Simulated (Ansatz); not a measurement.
What a trial cell of NaPt2 relaxes into

Computed with DFT r2SCAN, scalar-relativistic, plane waves, PAW (Ansatz). Cutoff 500 eV, Γ-centred k mesh, Gaussian smearing, no spin polarisation in the final step.

NaPt2 was placed on the AlB2 structure type (P6/mmm, No. 191), with Na in place of Al, Pt in place of B, at a guessed volume.

```yaml
crystal:
  lattice:
    - [3.78610, 0.00000, 0.00000]
    - [-1.89305, 3.27886, 0.00000]
    - [0.00000, 0.00000, 4.08798]
  atoms:
    - { symbol: Na, position: [0.00000, 0.00000, 0.00000] }
    - { symbol: Pt, position: [0.33333, 0.66667, 0.50000] }
    - { symbol: Pt, position: [0.66667, 0.33333, 0.50000] }
```

Cell and atoms relax at zero pressure; the relaxation can't lower the symmetry of the start. After a coarse first stage the cell is made exact in the group found at 0.06 Å.

Energies over the elements count from the elements' standard structures at the same level, with no empirical corrections.

Task: What does it relax into?

Result: It keeps P6/mmm (No. 191). The result has the AlB2 structure. Conventional cell: a = 4.257 Å, c = 4.125 Å. Na has 12 Pt at 3.21 Å; Pt has 3 Pt at 2.46 Å.

```cif
data_structure
_symmetry_space_group_name_H-M 'P6/mmm'
_symmetry_Int_Tables_number 191
_cell_length_a 4.2566
_cell_length_b 4.2566
_cell_length_c 4.1253
_cell_angle_alpha 90.000
_cell_angle_beta 90.000
_cell_angle_gamma 120.000
_cell_volume 64.73
loop_
_atom_site_label
_atom_site_type_symbol
_atom_site_symmetry_multiplicity
_atom_site_Wyckoff_symbol
_atom_site_fract_x
_atom_site_fract_y
_atom_site_fract_z
_atom_site_occupancy
Na1 Na 1 a 0.00000 0.00000 0.00000 1
Pt1 Pt 2 d 0.33333 0.66667 0.50000 1
```

Task: What are its volume, energy, density and gap?

Result: The volume per atom is 21.58 Å³ and the density is 10.60 g/cm³. The energy over the elements is 0.14 eV/atom and the gap on the 12×12×12 mesh is 0 eV (a metal).

The final run used a 12×12×12 mesh on its 3-atom cell and 0.10 eV smearing. For metals, differences of a few meV/atom aren't resolved. Spin–orbit coupling is left out. A structure relaxed within its symmetry needn't be a true minimum.

Cost: 3 runs of about 0.66 core-minutes in all, on Intel Xeon 6975P-C (Granite Rapids) (shared hosts).